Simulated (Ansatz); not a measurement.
in.yaml

```yaml
crystal:
  periodic: [false, false, false]
  atoms:
    - {symbol: Al, position_ang: [0.000000, 0.000000, 0.186316]}
    - {symbol: S, position_ang: [0.000000, 0.000000, -2.416121]}
    - {symbol: H, position_ang: [0.000000, 0.000000, 2.229805]}
basis:
  gaussian: {orbitals: 6-31G}
correlation: {method: fic_mrcisd_q, electrons: outside_noble_gas, active_space: {window: {electrons: 10, orbitals: 9}, shells: [{species: Al, l: s, shell: 3}, {species: Al, l: p, shell: 3}, {species: H, l: s, shell: 1}, {species: S, l: s, shell: 3}, {species: S, l: p, shell: 3}]}}
```

```sh
$ ansatz run in.yaml --threads 1 --pin off --events-out ev --progress --plain --max-ram 2393MiB
```

Log:

```
547 factors; integrals over basis functions are off by at most 8.2e-8 eV
mean field evaluation 1: about -17407.6983 eV, gradient 2.6e1 eV
mean field evaluation 2: about -17407.6988 eV, gradient 2.6e1 eV
mean field evaluation 4: about -17411.8735 eV, gradient 3.2e0 eV
mean field evaluation 8: about -17412.0607 eV, gradient 2.5e-1 eV
mean field evaluation 16: about -17408.4968 eV, gradient 2.2e1 eV
mean field evaluation 32: about -17403.5282 eV, gradient 2.6e-6 eV
mean field evaluation 64: about -17407.8212 eV, gradient 3.1e-4 eV
mean field -17412.06247540 eV, -639.8814936509 hartree, gradient 5.6e-6 eV, S^2 0.000000; 7 other end points of the search recorded, 0 dependent functions left out; unrestricted orbitals would lower it
reference -17412.06247540 eV, -639.8814936509 hartree; 15, 15 occupied and 13, 13 virtual orbitals, 547 factors
state -17414.74880546 eV, -639.9802144600 hartree
contracted CI cycle   1: correlation 0.00000000 eV, 0.0000000000 hartree, residual 6.11e0 eV
contracted CI cycle   2: correlation -0.85184590 eV, -0.0313047595 hartree, residual 1.38e0 eV
contracted CI cycle   3: correlation -0.89455673 eV, -0.0328743536 hartree, residual 3.60e-1 eV
contracted CI cycle   4: correlation -0.89728588 eV, -0.0329746478 hartree, residual 9.47e-2 eV
contracted CI cycle   5: correlation -0.89747794 eV, -0.0329817059 hartree, residual 2.57e-2 eV
contracted CI cycle   6: correlation -0.89749309 eV, -0.0329822628 hartree, residual 6.44e-3 eV
contracted CI cycle   7: correlation -0.89749410 eV, -0.0329822997 hartree, residual 1.54e-3 eV
state -17414.74880546 eV, -639.9802144600 hartree; corrected -17415.66863005 eV, -640.0140173900 hartree
Total energy: -17415.66863005 eV, -640.0140173900 hartree
Checks for a lower state left out: starts, orbital_swaps
```

Natural occupations: 1.9958 1.9342 1.9342 1.9337 1.8591 0.1610 0.0703 0.0703 0.0412.

For the same geometry and basis full CI lies 17.6 meV lower.

Ran on 1 thread of Intel Xeon, shared host: 5.5 s wall, 0.34 GiB peak host memory.
